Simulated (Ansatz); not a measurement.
Geometry optimisation, Ansatz, RKS PBE0/def2-SVP.

Input:

```yaml
crystal:
  periodic: [false, false, false]
  atoms:
    - { symbol: B, position_ang: [0.0, 0.0, 0.0] }
    - { symbol: "N", position_ang: [1.0346, 0.0, 1.4114] }
    - { symbol: H, position_ang: [0.1576, -0.2713, 1.9414] }
    - { symbol: H, position_ang: [1.9116, 0.2713, 1.9414] }
    - { symbol: H, position_ang: [1.3899, 0.0, -0.0116] }
    - { symbol: O, position_ang: [-1.2211, 0.0, -0.705] }
    - { symbol: H, position_ang: [-1.7308, -0.8467, -0.4965] }
basis:
  gaussian: { orbitals: def2-SVP }
hamiltonian:
  xc: pbe0
relax:
  f_tol: 0.15
  max_steps: 25
  restrain:
    - { distance: [1, 4], at: 2.26, k: 30.0 }
    - { distance: [0, 1], at: 1.55, k: 30.0 }
    - { distance: [0, 4], at: 1.19, k: 30.0 }
```

Launched with:

```bash
$ ansatz run input.yaml --threads 1 --pin off --max-ram 2048MiB --backend cpu --events-out ev --progress --plain --runs-dir out
```

Q: Where does it end, and by what steps?

A: The run converged. The restraints hold the end off the free minimum; the threshold counts their pulls, which the force column leaves out. Restrained pairs: N2–H5 (1.47 → 2.27 Å), B1–N2 (1.75 → 1.47 Å), B1–H5 (1.39 → 1.19 Å). After 8 steps the energy has fallen by 7.117 eV (the restraints' own energy left out); H5 moved furthest, 0.73 Å.

| step | energy less start (eV) | largest force component (eV/Å) | accepted |
| --- | --- | --- | --- |
| 0 | 0.0000 | 7.700 | yes |
| 1 | -2.4537 | 5.515 | yes |
| 2 | -4.2938 | 5.364 | yes |
| 3 | -6.2304 | 3.501 | yes |
| 4 | -6.8606 | 2.012 | yes |
| 5 | -7.0474 | 2.103 | yes |
| 6 | -7.0979 | 2.437 | yes |
| 7 | -7.1126 | 2.306 | yes |
| 8 | -7.1166 | 2.396 | yes |

```xyz
7
Properties=species:S:1:pos:R:3
B 0.394 -0.035 -0.013
N 0.629 -0.083 1.438
H -0.062 -0.295 2.146
H 1.548 0.122 1.808
H 1.332 0.252 -0.694
O -0.798 -0.292 -0.610
H -1.501 -0.517 0.006
```

Run time: 18 s on 1 thread of Intel(R) Xeon(R) Platinum 8259CL CPU @ 2.50GHz (Skylake/Cascade Lake), on a shared host, peak memory 0.15 GiB.
